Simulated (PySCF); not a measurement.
The same gas-phase reaction for B, Al, Ga, In:
- BH₂Cl + BCl + 2 Cl → 2 BHCl₂
- AlH₂Cl + AlCl + 2 Cl → 2 AlHCl₂
- GaH₂Cl + GaCl + 2 Cl → 2 GaHCl₂
- InH₂Cl + InCl + 2 Cl → 2 InHCl₂

Method: PySCF energies plus ideal-gas RRHO corrections (1 bar). † marks an energy on the PBE0/def2-TZVP geometry and frequencies; other levels use their own. MP2 and CCSD(T) freeze the core. Open shells (unrestricted): Cl (multiplicity 2); the rest are closed-shell singlets. Spin-orbit splitting is ignored; it lowers the true energy and changes the entropy of Cl. In: scalar-relativistic def2 core potential, no spin-orbit coupling. Ga: all electrons, no relativistic terms. BH₂Cl, AlH₂Cl, AlHCl₂, GaH₂Cl, GaHCl₂, InH₂Cl, InHCl₂: computed as isolated molecules; such fragments, hydroxides, amides, oligomers or adducts are transient or little studied in the gas. MP2 isn't extrapolated to the basis-set limit. CCSD(T) isn't extrapolated to the basis-set limit.

ΔH°(298 K) in kJ, by level:

```tsv
level	B	Al	Ga	In
ωB97M-V/def2-TZVP†	-860.5	-790.6	-641.6	-572.0
ωB97X-V/def2-TZVP†	-863.3	-801.0	-651.7	(withheld)
BLYP/def2-TZVP†	-816.8	-734.4	-568.5	(withheld)
M06-2X/def2-TZVP†	-861.8	-792.0	-663.0	(withheld)
HF/def2-TZVP†	-667.2	-639.7	-495.7	(withheld)
PBE/def2-SVP	-908.7	-793.1	-644.1	(withheld)
MP2/def2-SVP†	-864.8	-779.4	-647.1	(withheld)
CCSD(T)/def2-TZVPP†	-820.9	-769.0	-633.0	(withheld)
```

**Question.** Some entries are withheld; supply them.

**Answer.** 
- ωB97X-V/def2-TZVP†, In: -574.3
- BLYP/def2-TZVP†, In: -491.9
- M06-2X/def2-TZVP†, In: -580.0
- HF/def2-TZVP†, In: -419.2
- PBE/def2-SVP, In: -553.7
- MP2/def2-SVP†, In: -554.5
- CCSD(T)/def2-TZVPP†, In: -541.0
